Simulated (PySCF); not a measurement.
Isomers of C4H10N2, one conformer each. Level of theory: core-valence-separated Tamm–Dancoff BHandHLYP/aug-pcX-1 (pcseg-1 on H) in PySCF, non-relativistic, gas phase, PBE0-D3(BJ)/def2-SVP geometry. BHandHLYP without relativity tends to put these K edges a few eV too low, so spacings mean more than positions.

P. 1,2-dimethyl-1,2-diazetidine, `CN1CCN1C`
Q. piperazine, `C1CNCCN1`

Main lines, eV (oscillator strength):
1. C K: 286.0 (0.028), 286.4 (0.031), 286.7 (0.053), 286.7 (0.059), 286.8 (0.063); N K: 400.5 (0.121), 401.5 (0.028)
2. C K: 286.1 (0.079), 286.4 (0.100), 287.2 (0.030); N K: 399.5 (0.041), 401.3 (0.009), 401.5 (0.008)
Listed: the first five lines at most of each edge with a tenth or more of its strongest line's intensity; roots within 0.03 eV on the same or equivalent atoms are summed. Only the lowest roots were sought, and the top ones are left out.

Problem. Which spectrum belongs to which isomer?

Solution. 1 = P, 2 = Q.
- P: first C line listed at 286.0 eV, hole on the N-methyl carbon; first N line listed at 400.5 eV, hole on the hydrazine nitrogen.
- Q: first C line listed at 286.1 eV, hole on the sp3 carbon bound to nitrogen; first N line listed at 399.5 eV, hole on the secondary amine nitrogen.

Problem. What are the ground-state energies of the isomers at BHandHLYP/aug-pcX-1 (pcseg-1 on H), relative to the lowest?

Solution. P 173.7, Q 0.0 kJ/mol (electronic energies on these geometries, no dispersion or zero-point terms).
